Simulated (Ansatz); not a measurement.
C4H5N can be A, `C=C=CN=C`, or B, `C/C=C\C#N`.

Computed with Ansatz on PBE0-D4/def2-TZVP structures; ΔE is electronic, products minus reactants. CCSD(T)/CBS is the MP2 limit (def2-TZVPP, def2-QZVPP) plus CCSD(T) − MP2 in def2-TZVPP, frozen cores. This one scheme is used for every species. Functionals use def2-TZVPP. B3LYP here is the variant with VWN-RPA as its local correlation; programs differ in this. One conformer a species, not always the lowest.

Task: Which isomer does CCSD(T)/CBS put lower? Give the gap. (Best estimate.)

Result: Computed: B, by 177.3 kJ/mol.

Task: Give E(B) − E(A) in kJ/mol with B2PLYP, PBE0-D4, ωB97M-V, B3LYP, CCSD(T)/def2-TZVPP, B3LYP-D4, BLYP-D4. (Estimate.)

Result: The calculation gave: B2PLYP -175.8, PBE0-D4 -163.0, ωB97M-V -172.3, B3LYP -159.4, CCSD(T)/def2-TZVPP -180.6, B3LYP-D4 -160.6, BLYP-D4 -152.9. None reverses the order clearly.

Task: Does the order hold for the free energy at 298.15 K (harmonic terms from PBE0-D4)? (Estimate.)

Result: Computed: Yes: G(B) − G(A) = -173.3 kJ/mol, for one conformer each.

Largest T1 diagnostic: 0.013.

From BLYP to BHLYP (50 % exact exchange), in def2-TZVPP and without D4, E(B) − E(A) moves by −18.9 kJ/mol. At CCSD(T), def2-SVP lies −6.1 kJ/mol from the extrapolated value and def2-TZVPP −3.3 kJ/mol.
